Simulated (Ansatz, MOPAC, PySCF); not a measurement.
Bond stretch in S2, triplet.

Levels of theory: UHF/cc-pVTZ (PySCF); UKS-PBE = unrestricted PBE/cc-pVTZ (Ansatz, a program for electronic structure); PM7, unrestricted, heats of formation (MOPAC).

Energies are in eV, each relative to the lowest point of its own curve near equilibrium.

```tsv
R / Å	UHF	UKS-PBE	PM7
1.43	8.217	8.565	2.584
1.52	4.390	4.761	1.788
1.60	2.262	2.610	0.880
1.70	0.755	1.025	0.239
1.79	0.142	0.305	0.016
1.82	0.050	0.171	0.000
1.89	0.000	0.011	0.056
1.94	0.076	0.000	0.162
2.02	0.322	0.113	0.422
2.09	0.565	0.305	0.719
2.19	0.937	0.675	1.219
2.35	1.571	1.381	2.115
```

At the longest distance, 2.35 Å, PM7 lies highest above its minimum (2.115 eV) and UKS-PBE lowest (1.381 eV).

The scan ran from 1.43 to 7.58 Å; beyond the distances shown one of the unrestricted levels run for this scan, shown here or not, changes its spin distribution in one step.
